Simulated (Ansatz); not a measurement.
**Relaxing Be₂Os**

The calculation used DFT PBE, scalar-relativistic, plane waves, PAW in Ansatz 0.2.0. Cutoff 420 eV, Γ-centred k mesh, Gaussian smearing, no spin polarisation in the final step.

Be₂Os was placed on the CaCl2 structure type (Pnnm, No. 58), with Os in place of Ca, Be in place of Cl, at a guessed volume.

```yaml
crystal:
  lattice:
    - [4.42223, 0.00000, 0.00000]
    - [0.00000, 4.55688, 0.00000]
    - [0.00000, 0.00000, 2.97650]
  atoms:
    - { symbol: Be, position: [0.22500, 0.82500, 0.50000] }
    - { symbol: Be, position: [0.72500, 0.67500, 0.00000] }
    - { symbol: Be, position: [0.77500, 0.17500, 0.50000] }
    - { symbol: Be, position: [0.27500, 0.32500, 0.00000] }
    - { symbol: Os, position: [0.50000, 0.50000, 0.50000] }
    - { symbol: Os, position: [0.00000, 0.00000, 0.00000] }
```

Steps on the 4×4×6 mesh (6 atoms). 12 of 27 steps are shown, and the free energy counts from the last. Trial steps that were taken back and renewals of the plane-wave basis can be among the rows.

```
step  ΔF (meV/atom) V (Å³/atom) P (GPa) largest force component (eV/Å)
   1         1774.0        10.00    79.86                           1.412
   3         1003.5        12.48    19.39                           0.615
   6          632.6        12.87    -1.03                           0.300
   8          501.5        12.10    -0.71                           0.435
  10          331.3        11.34    -3.47                           0.859
  13          205.5        10.77     2.36                           0.672
  15          192.2        10.79     0.29                           0.103
  18          190.9        10.77     0.04                           0.005
  20           49.5        10.85     7.82                           0.001
  22            3.2        11.17     0.84                           0.035
  25            0.1        11.21     0.18                           0.000
  27            0.0        11.22     0.03                           0.001
```

Steps on the 22×22×22 mesh (3 atoms). 4 of 6 steps are shown, and the free energy counts from the last.

```csv
step,ΔF (meV/atom),V (Å³/atom),P (GPa),largest force component (eV/Å)
1,3.6,11.22,-0.61,0.051
2,0.9,11.16,0.44,0.038
3,0.0,11.20,-0.32,0.005
6,0.0,11.17,0.00,0.000
```

A final relaxation ran on a 22×22×22 mesh. The relaxed crystal, Immm (No. 71):

```cif
data_structure
_symmetry_space_group_name_H-M 'Immm'
_symmetry_Int_Tables_number 71
_cell_length_a 2.4539
_cell_length_b 3.9076
_cell_length_c 6.9914
_cell_angle_alpha 90.000
_cell_angle_beta 90.000
_cell_angle_gamma 90.000
_cell_volume 67.04
loop_
_atom_site_label
_atom_site_type_symbol
_atom_site_symmetry_multiplicity
_atom_site_Wyckoff_symbol
_atom_site_fract_x
_atom_site_fract_y
_atom_site_fract_z
_atom_site_occupancy
Be1 Be 4 j 0.50000 0.00000 0.69624 1
Os1 Os 2 a 0.00000 0.00000 0.00000 1
```

| Property | Result |
| --- | --- |
| Volume per atom | 11.17 Å³ |
| Density | 10.32 g/cm³ |
| Energy over the elements | 0.18 eV/atom |
| Gap on the 22×22×22 mesh | 0 eV (a metal) |

The zero of energy is the elements' standard structures at the same level; no fitted shifts are applied.

The final run used a 22×22×22 mesh on its 3-atom cell and 0.10 eV smearing. The k mesh leaves about 4 meV/atom of noise in metals. Spin–orbit coupling is left out.

A structure relaxed within its symmetry needn't be a true minimum.

Cost: 3 runs of about 6.3 core-minutes in all, on Arm Neoverse V1 (shared hosts).